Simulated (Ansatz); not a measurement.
# W3O: from a trial structure to a relaxed crystal

Method: DFT PBE, scalar-relativistic, plane waves, PAW in Ansatz 0.2.0. Cutoff 420 eV, Γ-centred k mesh, Gaussian smearing, no spin polarisation in the final step.

W3O was placed on the Cu3Au (L1_2) structure type (Pm-3m, No. 221), with O in place of Au, W in place of Cu, at a guessed volume.

```
CELL_PARAMETERS angstrom
3.78744 0.00000 0.00000
0.00000 3.78744 0.00000
0.00000 0.00000 3.78744
ATOMIC_POSITIONS crystal
W 0.00000 0.50000 0.50000
W 0.50000 0.00000 0.50000
W 0.50000 0.50000 0.00000
O 0.00000 0.00000 0.00000
```

Steps on the 4×4×4 mesh (4 atoms). 5 of 5 steps are shown, and the free energy counts from the last. Trial steps that were taken back and renewals of the plane-wave basis can be among the rows.

```csv
step,ΔF (meV/atom),V (Å³/atom),P (GPa)
1,71.6,13.58,22.21
2,50.8,15.67,-14.18
3,3.5,14.78,-1.83
4,2.7,14.68,-0.06
5,0.0,14.68,0.19
```

A final relaxation ran on a 12×12×12 mesh. The relaxed crystal, Pm-3m (No. 221):

```cif
data_structure
_symmetry_space_group_name_H-M 'Pm-3m'
_symmetry_Int_Tables_number 221
_cell_length_a 3.8879
_cell_length_b 3.8879
_cell_length_c 3.8879
_cell_angle_alpha 90.000
_cell_angle_beta 90.000
_cell_angle_gamma 90.000
_cell_volume 58.77
loop_
_atom_site_label
_atom_site_type_symbol
_atom_site_symmetry_multiplicity
_atom_site_Wyckoff_symbol
_atom_site_fract_x
_atom_site_fract_y
_atom_site_fract_z
_atom_site_occupancy
W1 W 3 c 0.00000 0.50000 0.50000 1
O1 O 1 a 0.00000 0.00000 0.00000 1
```

```yaml
Volume_per_atom: 14.69 Å³
Density: 16.04 g/cm³
Energy_over_the_elements: 0.93 eV/atom
Gap_on_the_12×12×12_mesh: 0 eV (a metal)
```

Formation energies are uncorrected and refer to the elements' standard structures at the same level (O₂ as a molecule).

The final run used a 12×12×12 mesh on its 4-atom cell and 0.10 eV smearing. For metals, differences of a few meV/atom aren't resolved. Spin–orbit coupling is left out.

Symmetry constrained the relaxation, so the result can be a saddle point.

Cost: 3 runs of about 0.71 core-minutes in all, on Arm Neoverse V1 (shared hosts).